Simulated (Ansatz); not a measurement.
## FH4Si2, SMILES F[SiH2][SiH2]: a search for lower mean-field states, step by step

With Ansatz 0.2.0, Python API.

The script reads `fh4si2.xyz`:
```text
7

F    -1.81920   -0.60410    0.41880
Si   -0.72850   -0.07650   -0.60910
Si    1.23870    0.22890    0.46880
H    -0.50080   -1.08360   -1.68340
H    -1.15820    1.19270   -1.25920
H     1.20580    1.30170    1.52770
H     1.82350   -1.02700    1.09070
```

Notebook, run cell by cell (the value of a cell's last expression is shown):

**Cell 1**
```python
import ansatz
import numpy as np
```

**Cell 2**
```python
SETTINGS = {
    'basis': '6-31G*',
    'xc': 'HF',
}

system = ansatz.Crystal.molecule_from_extxyz('fh4si2.xyz')
symbols = [site.symbol for site in system.cartesian_sites]
```

**Cell 3**
```python
start = np.array([site.position_ang for site in system.cartesian_sites])
for factor in [1.0, 1.5]:
    xyz = (start - start.mean(axis=0)) * factor
    scaled = ansatz.Crystal.molecule()
    for symbol, place in zip(symbols, xyz):
        scaled = scaled.atom(symbol, place.tolist())
    setup = (
        scaled.calculation()
        .basis(gaussian=SETTINGS['basis'])
        .functional(SETTINGS['xc'])
        .spin('collinear', total=1)
    )
    for search in ('off', 'standard'):
        try:
            summary = setup.scf(lower_state_search=search).run(threads=1, backend='cpu').report
        except ansatz.AnsatzError as error:
            print(f'x{factor} search {search}: {type(error).__name__}')
            continue
        state = summary['mean_field']['state']
        print(f'all distances x{factor}, search {search:8s} E = {summary["free_energy_ev"]:.5f} eV  <S^2> = {abs(state["spin_squared"]):.3f}  other states met: {len(summary["mean_field"]["others"])}')
```
Output:
```text
all distances x1.0, search off      E = -18493.08478 eV  <S^2> = 0.758  other states met: 0
all distances x1.0, search standard E = -18493.08478 eV  <S^2> = 0.758  other states met: 0
all distances x1.5, search off      E = -18479.94102 eV  <S^2> = 2.577  other states met: 0
all distances x1.5, search standard E = -18479.94102 eV  <S^2> = 2.577  other states met: 7
```

What to keep in mind:
- Total energies depend on the basis set; only differences at equal settings carry meaning.
- The count of other states can hold repeated and symmetry-equivalent ends of the search; scaling all distances is a test, and for more than two atoms no physical path.
- The geometry comes from a force field and isn't relaxed at this level.
- The run takes the species as open-shell (spin multiplicity 2), which needn't be its ground state.
- The expectation value of S² is noticeably off S(S+1) in at least one run, so that state is spin-contaminated.
- Wall time of the script: 7.4 s on 1 thread of AMD EPYC 9B14 (Zen 4), with other jobs on the host, peak memory 0.21 GiB.
